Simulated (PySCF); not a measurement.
Reaction (SMILES): F[C]F (closed-shell singlet) + 3 [H][H] (H2) → C (CH4) + 2 F (HF)
B3LYP-D3(BJ)/def2-TZVP geometries, fixed; electronic energies without zero-point terms.

Basis-set convergence of the energy of full hydrogenation at B3LYP with PySCF. All functions are spherical. Density fitting with generated auxiliary sets. No added dispersion term, no relativity. Functions are those of the species that has most. Reference: the value in def2-QZVPPD, -113.28 kcal/mol, itself unsure by roughly 0.84 kcal/mol (its mean distance from pcseg-3, def2-QZVPP, cc-pVQZ). Deviations are taken from unrounded values.

```json
[
 {"basis": "6-31G**", "functions": "42", "energy of full hydrogenation (kcal/mol)": "-96.14", "minus reference (kcal/mol)": "17.15"},
 {"basis": "6-311G**", "functions": "54", "energy of full hydrogenation (kcal/mol)": "-106.34", "minus reference (kcal/mol)": "6.95"},
 {"basis": "6-311++G(2d,2p)", "functions": "81", "energy of full hydrogenation (kcal/mol)": "-116.56", "minus reference (kcal/mol)": "-3.27"},
 {"basis": "cc-pVTZ", "functions": "90", "energy of full hydrogenation (kcal/mol)": "-108.27", "minus reference (kcal/mol)": "5.02"},
 {"basis": "def2-TZVPP", "functions": "93", "energy of full hydrogenation (kcal/mol)": "-111.55", "minus reference (kcal/mol)": "1.74"},
 {"basis": "jun-cc-pV(T+d)Z", "functions": "117", "energy of full hydrogenation (kcal/mol)": "-113.52", "minus reference (kcal/mol)": "-0.23"},
 {"basis": "aug-cc-pVTZ", "functions": "138", "energy of full hydrogenation (kcal/mol)": "-113.26", "minus reference (kcal/mol)": "0.02"},
 {"basis": "aug-pcseg-2", "functions": "138", "energy of full hydrogenation (kcal/mol)": "-113.85", "minus reference (kcal/mol)": "-0.56"},
 {"basis": "pcseg-3", "functions": "192", "energy of full hydrogenation (kcal/mol)": "-113.28", "minus reference (kcal/mol)": "0.00"}
]
```
